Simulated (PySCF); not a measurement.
**BO₂: bending curve**

Level of theory: PySCF, UB3LYP, basis B def2-TZVP, O def2-TZVP (no relativity, density fitting).

Rigid scan from the doublet minimum (B–O 1.261 Å (×2); O–B–O 180.0°). Coordinate: the O–B–O angle, bonds fixed. Energies in kJ/mol from the minimum.

| bond angle (°) | E (kJ/mol) | dipole size (D) | ⟨S²⟩ |
| --- | --- | --- | --- |
| 80 | 607.3 | 3.69 | 0.84 |
| 90 | 397.5 | 3.27 | 0.83 |
| 100 | 269.3 | 2.93 | 0.82 |
| 110 | 185.2 | 2.62 | 0.80 |
| 120 | 126.6 | 2.31 | 0.79 |
| 130 | 83.8 | 1.98 | 0.79 |
| 140 | 52.0 | 1.63 | 0.78 |
| 150 | 28.7 | 1.25 | 0.78 |
| 160 | 12.6 | 0.85 | 0.78 |
| 170 | 3.1 | 0.43 | 0.77 |
| 180 | 0.0 | 0.00 | 0.77 |

Other isomers or separated fragments may lie lower.

The scan took 12 s on 4 threads of a shared Intel Xeon Platinum 8488C (Sapphire Rapids) host; the process peaked at 0.87 GiB.
